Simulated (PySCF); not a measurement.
# B₃: relaxation and vibrations of the doublet

The task is one start of a wider search on B₃: the doublet, from a equilateral triangle start. It is relaxed, tested by its Hessian and followed downhill if it is a saddle.

The runs use PySCF 2.14.0; PBE0, basis B def2-TZVP, no relativity, density fitting.

## 1. The system as given

3 atoms, charge 0, spin multiplicity 2.

Bond lengths: B1–B2 1.700 Å, B1–B3 1.700 Å, B2–B3 1.700 Å. Angles: B2–B1–B3 60.0°, B1–B2–B3 60.0°, B1–B3–B2 60.0°.

Z-matrix (Å, degrees; charge 0 multiplicity 2):
```
B
B  1 1.7000
B  1 1.7000 2 60.00
```

## 2. The SCF at the typed geometry

One driver script runs all steps and calls PySCF; scf.py shows how it sets up the SCF of each step. The optimiser is the driver's own. After this first run the driver tries any further starts and a stability analysis.

scf.py reads:

```python
from pyscf import gto, scf, dft
mol = gto.M(atom='''
B      0.000000     0.981500     0.000000
B      0.850000    -0.490700     0.000000
B     -0.850000    -0.490700     0.000000''',
    basis={'B': 'def2-TZVP'},
    charge=0, spin=1)
mf = dft.UKS(mol, xc='PBE0')
mf.grids.atom_grid = (50, 194)
aux = {'B': 'def2-universal-JKFIT'}
mf = mf.density_fit(auxbasis=aux)
mf.conv_tol = 1e-08
mf.diis_space = 10
mf.max_cycle = 60
mf.init_guess = 'minao'
mf.verbose = 4
mf.kernel()
```

The run is started by

```
$ OMP_NUM_THREADS=2 python axn.py task.json out
```

What it wrote:

```text
init E= -74.4040740649289
[... the frontier-level lines of each cycle are left out ...]
cycle= 1 E= -74.1523611521793  delta_E= 0.252  |g|= 0.131  |ddm|= 1.02
cycle= 2 E= -74.1615969057902  delta_E= -0.00924  |g|= 0.0772  |ddm|= 0.382
cycle= 3 E= -74.1668972421235  delta_E= -0.0053  |g|= 0.0221  |ddm|= 0.114
cycle= 4 E= -74.1681040858452  delta_E= -0.00121  |g|= 0.0104  |ddm|= 0.0444
cycle= 5 E= -74.1689558032218  delta_E= -0.000852  |g|= 0.00423  |ddm|= 0.0519
cycle= 6 E= -74.1690827133387  delta_E= -0.000127  |g|= 0.00347  |ddm|= 0.0276
cycle= 7 E= -74.169092663098  delta_E= -9.95e-06  |g|= 0.000655  |ddm|= 0.00337
cycle= 8 E= -74.1690930433971  delta_E= -3.8e-07  |g|= 3.36e-05  |ddm|= 0.00093
cycle= 9 E= -74.1690930451414  delta_E= -1.74e-09  |g|= 2.62e-06  |ddm|= 9.2e-05
Extra cycle  E= -74.1690930451522  delta_E= -1.08e-11  |g|= 1.3e-06  |ddm|= 9.05e-06
converged SCF energy = -74.1690930451522  <S^2> = 0.89412845  2S+1 = 2.1392788
```

This step, with its further starts and checks, ran for 8.4 s (2 threads of Intel Xeon 6975P-C (Granite Rapids), shared host).

Energies from each starting density:

```tsv
start	energy (Eh)
the minimal-basis guess	-74.169093
a thermally smeared density	-74.169093
a smeared PBE density	-74.169093
```

No lower solution of this spin turned up from the other starts or in the test of internal stability.

## 3. Equilateral triangle start, doublet: relaxation

The program finds D3h symmetry in the start, which this walk keeps. The walk stops when the largest gradient is under 0.0003 Eh/bohr and the energy has settled too.

scf.py: that of step 2 with these lines changed.

```diff
@@ -3,3 +3,3 @@
-B      0.000000     0.981500     0.000000
-B      0.850000    -0.490700     0.000000
-B     -0.850000    -0.490700     0.000000''',
+B     -0.000012     0.981481    -0.000000
+B      0.849994    -0.490730     0.000000
+B     -0.849981    -0.490751    -0.000000''',
@@ -15 +14,0 @@
-mf.init_guess = 'minao'
```

Energy and gradient, step by step:

```tsv
step	energy (Eh)	change (kJ/mol)	largest symmetric gradient (Eh/bohr)
0	-74.169093	0.00	0.07170
1	-74.186509	-45.73	0.03355
2	-74.188800	-51.74	0.02085
3	-74.189711	-54.13	0.00280
4	-74.189729	-54.18	0.00020
5	-74.189729	-54.18	0.00000
```

The walk took 6.5 s.

Geometry (Å) and forces (eV/Å) at some steps:

```
step 0
B    0.000   0.981   0.000   0.000  -3.687   0.000
B    0.850  -0.491   0.000  -3.193   1.843   0.000
B   -0.850  -0.491   0.000   3.193   1.843   0.000
step 1
B    0.000   0.925   0.000   0.000  -1.726   0.000
B    0.801  -0.463   0.000  -1.494   0.863   0.000
B   -0.801  -0.463   0.000   1.494   0.863   0.000
step 3
B    0.000   0.895   0.000   0.000  -0.143   0.000
B    0.775  -0.448   0.000  -0.125   0.072   0.000
B   -0.775  -0.448   0.000   0.125   0.072   0.000
step 5
B    0.000   0.893   0.000   0.000   0.001   0.000
B    0.773  -0.446   0.000  -0.001   0.000   0.000
B   -0.773  -0.446   0.000   0.001   0.000   0.000
```

End point (D3h, 5 steps, 54.2 kJ/mol gained): B–B 1.546 Å (×3); B–B–B 60.0° (×3).

## 4. Hessian and properties

The point is checked on the finer grid, and tightened if its gradient asks for it. The Hessian and the dipole derivatives come from central differences of analytic gradients, with steps of 0.02 bohr.

scf.py: that of step 3 with these lines changed.

```diff
@@ -3,3 +3,3 @@
-B     -0.000012     0.981481    -0.000000
-B      0.849994    -0.490730     0.000000
-B     -0.849981    -0.490751    -0.000000''',
+B     -0.000011     0.892860     0.000000
+B      0.773245    -0.446420    -0.000000
+B     -0.773234    -0.446440    -0.000000''',
@@ -9 +9 @@
-mf.grids.atom_grid = (50, 194)
+mf.grids.atom_grid = (75, 302)
@@ -12 +12 @@
-mf.conv_tol = 1e-08
+mf.conv_tol = 1e-10
```

The driver hands on the density of the step before, so the log starts near convergence.

SCF at the final geometry:

```text
init E= -74.1897272046884
[... the frontier-level lines of each cycle are left out ...]
cycle= 1 E= -74.1897272046888  delta_E= -3.41e-13  |g|= 3.52e-07  |ddm|= 1.05e-06
Extra cycle  E= -74.1897272046894  delta_E= -6.25e-13  |g|= 2.84e-07  |ddm|= 7.98e-07
converged SCF energy = -74.1897272046894  <S^2> = 0.85476345  2S+1 = 2.1021546
```

The whole step took 14 s.

Geometry: D3h; B–B 1.546 Å (×3); B–B–B 60.0° (×3).

Harmonic modes (main isotopes):

```
symmetry  ω (cm⁻¹)  IR (km/mol)
      e'       948         17.3
     a1'      1236          0.0
```

No imaginary mode, so this is a minimum.

Properties at this point:

| Property | Result |
| --- | --- |
| Dipole moment | 0.00 D |
| Highest occupied level | -7.71 eV |
| Lowest empty level | -4.26 eV |
| Rotational constants | 1.28, 1.28, 0.6402 cm⁻¹ |
| Zero-point energy | 18.7 kJ/mol |
| Principal polarisabilities | 42.0, 54.8, 54.8 bohr³ |
| Atomisation energy without zero-point energy | 879 kJ/mol |
| Principal traceless quadrupole moments about the centre of mass | -2.77, 1.39, 1.39 D Å |
| Entropy at 298.15 K and 1 bar (electronic part: spin only) | 228.0 J/(mol K) |
| Heat capacity Cp at 298.15 K | 37.7 J/(mol K) |
| Enthalpy at 298.15 K above 0 K | 10.19 kJ/mol |
| Rotational symmetry number | 6 |
| Spin squared ⟨S²⟩ | 0.855 |

Charges (e) and bond orders:

| atom | Mulliken | Löwdin | polar tensor | spin (Mulliken) | Mayer order to B1 |
| --- | --- | --- | --- | --- | --- |
| B1 | 0.00 | 0.00 | 0.00 | 0.33 | – |
| B2,3 | 0.00 | 0.00 | 0.00 | 0.33 | 1.64 |

Mulliken populations on B1: s 3.14, p 1.79, d 0.07, f 0.01.

## 5. Real-space pictures of the lowest minimum

The plane holds B1 at (0.00, 0.00), B2 at (1.55, 0.00), B3 at (0.77, 1.34) Å. Columns run from x = -1.95 to 3.75 Å, rows from y = 3.75 (top) to -1.95 Å, in steps of 0.3 Å.

Density (cut at 5 e/Å³):

Ten steps from '0' (0.000 e/Å³) to '9' (5.000 e/Å³), finer at the low end (step k begins (100^(k/10) - 1)/99 of the way up):
```
00000000000000000000
00000000000000000000
00000000000000000000
00000000011000000000
00000011222110000000
00000112333221000000
00001123444431100000
00001234586532100000
00012345899543210000
00012356697654210000
00123456666654321000
00124566666665421000
00124599666996431000
00124599666995431000
00123455555554321000
00012344444443321000
00011233333332110000
00000111111111100000
00000000011000000000
00000000000000000000
```

ELF (0 where the density is under 0.005 e/Å³):

Ten even steps from '0' (0.00) to '9' (1.00):
```
00000000000000000000
00000000000000000000
00000045676540000000
00000467888764000000
00004678888876400000
00035788888887530000
00246788756888652000
00357887020688764000
02568886193488875300
04678897010788876400
25788888757888887530
36788611677215887640
47887099173690788750
57888099183690788750
47888601787104888750
06888877898878888740
05788888888888887600
00577777777777776000
00056666666666650000
00000334444433300000
```

Spin density:

Ten even steps from '0' (-0.11 e/Å³) to '9' (0.62 e/Å³):
```
11111111111111111111
11111111111111111111
11111111111111111111
11111111111111111111
11111111222111111111
11111112333211111111
11111112454221111111
11111112354211111111
11111110090011111111
11111100141001111111
11111100243000111111
11112101454101221111
11123304434403321111
11124630011026422111
11123541000035321111
11122321000123221111
11112221111122211111
11111111111111111111
11111111111111111111
11111111111111111111
```

Making the fields took 0.6 s.

## 6. Summary of results

| quantity | value |
| --- | --- |
| minimum | doublet, D3h |
| geometry | B–B 1.546 Å (×3); B–B–B 60.0° (×3) |
| wavenumbers (cm⁻¹) | 948 (e'), 1236 (a1') |
| dipole moment | 0.00 D |
| highest occupied, lowest empty level (either spin) | -7.71, -4.26 eV |
| polar-tensor charge of B1 | +0.00 e |
| zero-point energy | 18.7 kJ/mol |
| entropy at 298.15 K | 228.0 J/(mol K) |
| atomisation energy (no zero-point energy) | 879 kJ/mol |
| ⟨S²⟩ | 0.855 |

What this shows: The molecule stays D3h, as typed, and the end point is a minimum. In the infrared the band at 948 cm⁻¹ (e') leads. Other starts or spin states, not run here, may lie lower.

The search up to here ran for 30 s (2 threads of Intel Xeon 6975P-C (Granite Rapids), shared host).
